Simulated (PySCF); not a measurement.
Gas-phase reaction: 2 C₂H₃Cl + 4 H₂CSiH₂ → (CH₃)₂SiCl₂ + 2 (CH₃)₂Si + H₃SiCCH

Energies from PySCF (xtb for GFN2), thermal terms from the rigid-rotor harmonic-oscillator model, ideal gas at 1 bar. † marks an energy on the PBE0/def2-TZVP geometry and frequencies; other levels use their own. MP2 and CCSD(T) freeze the core. 6-31G* has spherical d functions here. All species are closed-shell singlets. B3LYP is the form with VWN-RPA correlation. No R ln 2 is added for the mirror-image form of (CH₃)₂Si. H₂CSiH₂, (CH₃)₂Si: computed as isolated molecules; such fragments, hydroxides, amides, oligomers or adducts are transient or little studied in the gas. MP2 isn't extrapolated to the basis-set limit; its ΔH°(298 K) is -757.7 kJ in def2-SVP and -777.5 kJ in def2-TZVPP. CCSD(T) isn't extrapolated to the basis-set limit. The harmonic model lacks anharmonicity and excited electronic states, which grow with temperature; levels with a mode under 35 cm⁻¹ are left out. Internal rotation in (CH₃)₂SiCl₂, (CH₃)₂Si is treated as a harmonic vibration of one conformer, which makes the entropy rough.

| level | ΔE electronic, kJ | ΔH°(298 K), kJ | ΔS°(298 K), J/K | ΔG°(1800 K), kJ |
|---|---|---|---|---|
| B3LYP/6-31G* | -760 | -712 | -283 | -229 |
| B3LYP/def2-TZVP† | -739 | -694 | -285 | -213 |
| CCSD(T)/def2-SVP† | -755 | -710 | -285 | -229 |
| GFN2-xTB | -577 | -510 | -271 | -26 |
| HF/def2-TZVP† | -830 | -786 | -285 | -305 |
| M06-2X/def2-TZVP† | -834 | -789 | -285 | -308 |
| MP2/def2-TZVPP† | -822 | -777 | -285 | -297 |
| PBE/def2-TZVP† | -736 | -692 | -285 | -211 |
| PBE0/def2-SVP† | -802 | -758 | -285 | -277 |
| LDA/def2-TZVP† | -790 | -745 | -285 | -264 |
| ωB97M-V/def2-TZVP† | -831 | -786 | -285 | -305 |
ΔH° is lowest at M06-2X/def2-TZVP† and highest at GFN2-xTB. No reference value is set beside these.
